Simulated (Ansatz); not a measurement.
Abridged output of a molecular run in Ansatz:

```
Functional definition: HF
1688 factors; integrals over basis functions are off by at most 9.2e-4 eV
mean field evaluation 1: about -19424.7356 eV, gradient 3.9e1 eV
mean field evaluation 2: about -19425.0408 eV, gradient 3.9e1 eV
mean field evaluation 4: about -19428.8024 eV, gradient 4.8e0 eV
mean field evaluation 8: about -19428.8742 eV, gradient 2.8e-1 eV
mean field evaluation 16: about -19428.8747 eV, gradient 2.8e-6 eV
mean field -19428.87469318 eV, -713.9979756101 hartree, gradient 2.8e-6 eV, S^2 0.000000; 0 other end points of the search recorded, 0 dependent functions left out
10 core orbitals not correlated: weight in the atoms' cores, before any rotation towards them, 1.000 or more for the frozen orbitals, at most 0.000 for the correlated occupied ones
reference -19428.87469318 eV, -713.9979756101 hartree; 18, 18 occupied and 253, 253 virtual orbitals, 1688 factors
second order -29.98376182 eV of doubles, -0.00000000 eV of singles
cycle   1  -30.43837676 eV  change   -4.5e-1 eV  update   1.1e-1
cycle   2  -31.13228088 eV  change   -6.9e-1 eV  update   3.4e-2
cycle   3  -31.29033622 eV  change   -1.6e-1 eV  update   1.6e-2
cycle   4  -31.28099981 eV  change    9.3e-3 eV  update   4.0e-3
cycle   5  -31.28050369 eV  change    5.0e-4 eV  update   1.6e-3
cycle   6  -31.28145958 eV  change   -9.6e-4 eV  update   4.3e-4
cycle   7  -31.28137296 eV  change    8.7e-5 eV  update   1.7e-4
cycle   8  -31.28132334 eV  change    5.0e-5 eV  update   5.3e-5
cycle   9  -31.28134233 eV  change   -1.9e-5 eV  update   2.6e-5
perturbative correction -1.30357667 eV, -0.0479055589 hartree
Total energy: -19461.45961218 eV, -715.1954492964 hartree
```

Its atoms:

Z-matrix (Å, degrees):
```
C
C 1 1.492
F 1 1.364 2 110.5
C 1 1.508 2 113.8 3 122.8
Cl 1 1.808 2 107.7 3 -116.4
C 2 1.322 1 123.9 3 -2.3
H 2 1.085 1 114.6 3 178.3
H 4 1.090 1 110.4 2 57.5
H 4 1.090 1 109.8 2 177.8
H 4 1.092 1 108.7 2 -62.2
H 6 1.083 2 121.5 1 1.1
H 6 1.083 2 120.8 1 -179.2
```

(1) Which basis set was used?
A. def2-TZVPP
B. def2-SVP
C. cc-pV(Q+d)Z
D. def2-QZVPP

(2) Write the keys of the input that set method, charge and spin (a neutral closed shell needs none for the last two).

## Answers

(1) A. It gives 281 functions.

(2) 
```yaml
correlation: {method: ccsd_t}
```
